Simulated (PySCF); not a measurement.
## acetyl chloride: calculation against experiment

**The experiment to reproduce.**

From NIST CCCBDB Release 22 (SRD 101), experimental dipoles, for the gas: dipole moment (dielectric constant against temperature) 2.72 D.

How close the calculation comes is told at the end.

Acetyl chloride, C₂H₃ClO.
SMILES with atom numbers: `[CH3:1][C:2](=[O:3])[Cl:4]` (hydrogens: H5, H6, H7 on C1)

Structure used (GFN2-xTB), in Å, numbered top down from 1:
```
atom  x, y, z in Å
C1    -0.6808   -0.0643    0.0657
C2     0.7467    0.3060   -0.1161
O3     1.2168    1.3720   -0.3189
Cl4    1.8080   -1.1143    0.0064
H5    -1.3019    0.8240   -0.0204
H6    -0.8165   -0.5232    1.0428
H7    -0.9690   -0.7953   -0.6865
```

Runs made with PySCF (gas phase, on this GFN2-xTB geometry; no spin–orbit coupling):

```tsv
level	job	basis functions	wall time
CAM-B3LYP/def2-SVPD	8 singlets by full TDDFT, 3 Tamm–Dancoff triplets, polarisability	114	12 s
```

Hardware: one thread of an Arm Neoverse N1, no GPU, shared host.

Results beside the measurements:

**Dipole moment.** Measured: 2.72 D (NIST CCCBDB Release 22 (SRD 101), experimental dipoles).

| level | computed (D) | computed − measured (D) | % (from the printed values) |
| --- | --- | --- | --- |
| CAM-B3LYP/def2-SVPD | 2.88 | +0.16 | +6 |

The computed dipoles belong to one fixed geometry; measured ones are averaged over vibrations unless marked μe. Magnitudes are compared, not signs.

No measured geometry was used, and the causes of the misses weren't examined.
